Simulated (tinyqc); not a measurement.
Worked calculation (part 2 of 2): G0W0 on RHF in the sto-6g basis, for H2O, spin multiplicity 1. Computed by tinyqc, a small Python program that keeps every step (integrals from PySCF). Command: `OMP_NUM_THREADS=1 python tinyqc.py 22381 22382 out.jsonl` (the two numbers bound the seeds that draw the settings). One thread of a shared host (Intel(R) Xeon(R) Processor @ 2.60GHz), about 0.1 s of CPU time with the checks.

Geometry (angstrom):
```
atom        x         y        z
O     0.00000   0.00000  0.00000
H     0.00000   0.64100  0.61000
H     0.00000  -0.64100  0.61000
```

## G0W0 on Hartree-Fock: HOMO

orbital energies (hartree): MO1 -20.51093, MO2 -1.33419, MO3 -0.63781, MO4 -0.49649, MO5 -0.41203, MO6 0.68557, MO7 0.78995

Two-electron integrals over orbitals (pq|rs), unique and non-zero (hartree):
```
(11|11) 4.76067    (21|11) -0.41890   (21|21) 0.06016    (22|11) 1.01453
(22|21) -0.01203   (22|22) 0.74629    (31|31) 0.01220    (32|31) 0.01881
(32|32) 0.14856    (33|11) 0.83472    (33|21) -0.00403   (33|22) 0.66980
(33|33) 0.66059    (41|11) 0.21167    (41|21) -0.02618   (41|22) 0.01939
(41|33) 0.00702    (41|41) 0.03162    (42|11) -0.12948   (42|21) 0.01095
(42|22) 0.02002    (42|33) 0.00650    (42|41) 0.01663    (42|42) 0.11622
(43|31) -0.00481   (43|32) 0.01135    (43|43) 0.04661    (44|11) 1.01981
(44|21) -0.01515   (44|22) 0.67426    (44|33) 0.61802    (44|41) -0.01206
(44|42) -0.10392   (44|44) 0.80843    (51|51) 0.02675    (52|51) 0.03183
(52|52) 0.14154    (53|53) 0.03080    (54|51) -0.01507   (54|52) -0.05092
(54|54) 0.06101    (55|11) 1.11707    (55|21) -0.01100   (55|22) 0.74831
(55|33) 0.64959    (55|41) 0.00524    (55|42) -0.06599   (55|44) 0.73926
(55|55) 0.88066    (61|11) -0.26354   (61|21) 0.04154    (61|22) 0.00115
(61|33) 0.00067    (61|41) -0.00396   (61|42) 0.02114    (61|44) -0.02216
(61|55) -0.00607   (61|61) 0.03860    (62|11) 0.33887    (62|21) -0.00721
(62|22) 0.15235    (62|33) 0.08876    (62|41) 0.01979    (62|42) 0.01397
(62|44) 0.09425    (62|55) 0.16643    (62|61) 0.00646    (62|62) 0.10906
(63|31) 0.00421    (63|32) -0.03061   (63|43) -0.02253   (63|63) 0.06057
(64|11) 0.19911    (64|21) -0.00137   (64|22) 0.08022    (64|33) 0.04235
(64|41) 0.00039    (64|42) -0.03591   (64|44) 0.12007    (64|55) 0.10517
(64|61) -0.00077   (64|62) 0.05699    (64|64) 0.06402    (65|51) 0.01638
(65|52) 0.06006    (65|54) -0.00502   (65|65) 0.04027    (66|11) 0.84961
(66|21) -0.00740   (66|22) 0.64149    (66|33) 0.58954    (66|41) 0.02323
(66|42) 0.05916    (66|44) 0.56137    (66|55) 0.60632    (66|61) 0.00868
(66|62) 0.10743    (66|64) 0.03979    (66|66) 0.61813    (71|31) 0.01625
(71|32) 0.02306    (71|43) -0.00664   (71|63) 0.00508    (71|71) 0.02173
(72|31) 0.01316    (72|32) 0.02991    (72|43) -0.03838   (72|63) 0.03784
(72|71) 0.01662    (72|72) 0.05834    (73|11) 0.35378    (73|21) -0.00779
(73|22) 0.11803    (73|33) 0.09063    (73|41) -0.00150   (73|42) -0.08134
(73|44) 0.16009    (73|55) 0.17998    (73|61) -0.00799   (73|62) 0.07884
(73|64) 0.07436    (73|66) 0.03483    (73|73) 0.15288    (74|31) -0.01108
(74|32) -0.08187   (74|43) 0.00913    (74|63) 0.03725    (74|71) -0.01431
(74|72) -0.01388   (74|74) 0.07240    (75|53) 0.02320    (75|75) 0.02296
(76|31) 0.00966    (76|32) 0.09773    (76|43) 0.03952    (76|63) -0.05386
(76|71) 0.01187    (76|72) -0.01682   (76|74) -0.05798   (76|76) 0.11024
(77|11) 0.86546    (77|21) -0.00864   (77|22) 0.63310    (77|33) 0.62690
(77|41) 0.00459    (77|42) -0.00525   (77|44) 0.61420    (77|55) 0.62543
(77|61) -0.00485   (77|62) 0.07117    (77|64) 0.03262    (77|66) 0.58153
(77|73) 0.07840    (77|77) 0.62781
```

excitation energies w (hartree): 1.17537  1.24704  1.25534  1.35496  1.49655  1.68783  2.24295  2.26876  21.27357  21.34430

X + Y:
```
           1        2         3         4         5         6         7         8
1>6  0.00000  0.00000  -0.00018   0.00000   0.00000   0.00169   0.00000  -0.00079
1>7  0.00000  0.00000   0.00000   0.00225   0.00122   0.00000  -0.00316   0.00000
2>6  0.00000  0.00000  -0.07618   0.00000   0.00000  -0.30093   0.00000   0.90536
2>7  0.00000  0.00000   0.00000   0.09451  -0.05246   0.00000   0.96943   0.00000
3>6  0.00000  0.00000   0.00000  -0.67315   0.68398   0.00000   0.06434   0.00000
3>7  0.00000  0.00000  -0.27207   0.00000   0.00000   0.85865   0.00000   0.19966
4>6  0.00000  0.00000   0.93645   0.00000   0.00000   0.19221   0.00000   0.09113
4>7  0.00000  0.00000   0.00000   0.70961   0.63496   0.00000  -0.01887   0.00000
5>6  0.96635  0.00000   0.00000   0.00000   0.00000   0.00000   0.00000   0.00000
5>7  0.00000  0.98176   0.00000   0.00000   0.00000   0.00000   0.00000   0.00000

            9        10
1>6   0.99819   0.00000
1>7   0.00000   0.99898
2>6   0.00012   0.00000
2>7   0.00000   0.00031
3>6   0.00000   0.00006
3>7  -0.00010   0.00000
4>6  -0.00001   0.00000
4>7   0.00000  -0.00016
5>6   0.00000   0.00000
5>7   0.00000   0.00000
```

W(p,q,m) = sqrt2 sum_ia (pq|ia) (X+Y)_ia,m; Sigma_c(x) = sum_(i,m) W^2/(x - e_i + w_m) + sum_(a,m) W^2/(x - e_a - w_m); solve x = e_p + Sigma_c(x) by Newton steps; Z = 1/(1 - dSigma/dx); 1 hartree = 27.211386 eV.

The 12 largest terms at x = e_p (hartree; W for the signs of X + Y given):
```
q  m         W      term
5  8   0.27747   0.03394
5  6   0.17630   0.01842
2  1   0.08207   0.00321
5  3   0.05211   0.00216
6  1   0.05503  -0.00133
3  2   0.03221   0.00070
7  2   0.03187  -0.00041
4  1  -0.00686  3.73e-05
1  1   0.02238  2.35e-05
5  9  -0.00856  3.45e-06
```

Newton steps (hartree):
```
step         x  Sigma_c(x)        Z
0     -0.41203     0.05675  0.97051
1     -0.35695     0.05512  0.97202
2     -0.35691     0.05512  0.97202
```

quasiparticle energy of the HOMO = -9.71203 eV

Hartree-Fock value = -11.21182 eV

## G0W0 on Hartree-Fock: LUMO

As before.

The 12 largest terms at x = e_p (hartree; W for the signs of X + Y given):
```
q  m         W      term
6  8   0.15250  -0.01025
2  8   0.16923   0.00668
7  5  -0.10289  -0.00661
4  8   0.10221   0.00303
3  5   0.08923   0.00282
4  6   0.08345   0.00243
5  1   0.05503   0.00133
2  6   0.06483   0.00113
4  3   0.05003   0.00103
3  7   0.05637   0.00089
6  3   0.02772  -0.00061
2  3   0.03338   0.00034
```

Newton steps (hartree):
```
step        x  Sigma_c(x)        Z
0     0.68557     0.00197  0.98493
1     0.68750     0.00194  0.98491
2     0.68750     0.00194  0.98491
```

quasiparticle energy of the LUMO = 18.70791 eV

Hartree-Fock value = 18.65523 eV
